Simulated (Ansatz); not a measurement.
# CHBSi: the cost of one run

Program: Ansatz 0.2.0, Gaussian basis. Level of theory: UKS PBE0/def2-TZVP. These are calculated values, not measurements.

### 1 Where the work starts

4 atoms, charge 0, spin multiplicity 3.

Atoms are counted from 1 here; the program's logs count them from 0.

Bond lengths: B1–Si2 1.822 Å, Si2–C3 1.732 Å, C3–H4 1.089 Å. Angles: B1–Si2–C3 178.1°, Si2–C3–H4 122.6°.

Coordinates:

```xyz
4
charge 0, multiplicity 3
B    -2.38951   -0.15634   -0.00155
Si   -0.56739   -0.18619   -0.00083
C     1.16240   -0.27219   -0.00130
H     1.79449    0.61473    0.00369
```

The start was built by rule and, where that kept it together, relaxed with GFN2-xTB. Sticks and bond lists go by distance. 

### 2 Relaxation

Input file in.yaml:

```yaml
crystal:
  periodic: [false, false, false]
  atoms:
    - {symbol: B, position_ang: [-2.389505, -0.156344, -0.001555]}
    - {symbol: Si, position_ang: [-0.567388, -0.186189, -0.000826]}
    - {symbol: C, position_ang: [1.162399, -0.272194, -0.001305]}
    - {symbol: H, position_ang: [1.794494, 0.614727, 0.003686]}
basis:
  gaussian: {orbitals: def2-TZVP}
magnetization: {spin_polarized: true, initial_magnetization: 2}
hamiltonian: {xc: pbe0}
relax: {f_tol: 0.004, max_steps: 80}
```

Launch:

```bash
> ansatz run in.yaml --threads 1 --pin off --events-out ev --progress --plain --max-ram 2176MiB
```

Q: Estimate wall time and peak memory on 1 thread of Arm Neoverse V2, shared host.

About 2 min, with a peak of 0.25 GiB.
